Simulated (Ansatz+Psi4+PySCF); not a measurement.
Values are calculated unless marked as measured or tabulated.
This Psi4 input gave a total energy of -26.02633 hartree.

```
molecule {
1 2
B 0.300000 0.300000 0.300000
H 0.012800 1.340700 0.800500
H -0.352000 -0.128100 -0.598800
H 1.239200 -0.312700 0.698300
}

set basis cc-pVTZ
set reference uhf
set scf_type pk
set mp2_type conv
set cc_type conv
set num_frozen_docc 1
energy('mp2')
```

Write an input for PySCF with the same method and basis set.

```python
from pyscf import gto, scf, mp

mol = gto.M(atom="""
B 0.300000 0.300000 0.300000
H 0.012800 1.340700 0.800500
H -0.352000 -0.128100 -0.598800
H 1.239200 -0.312700 0.698300
""", basis='cc-pvtz', charge=1, spin=1)
mf = scf.UHF(mol)
mf.kernel()
pt = mp.MP2(mf, frozen=1).run()
print(mf.e_tot, pt.e_corr, pt.e_tot)
```

PySCF 2.14.0 gave -26.02633 hartree, 0.00 meV from the first. Caution: MP2 on this radical cation hangs on the determinant chosen.
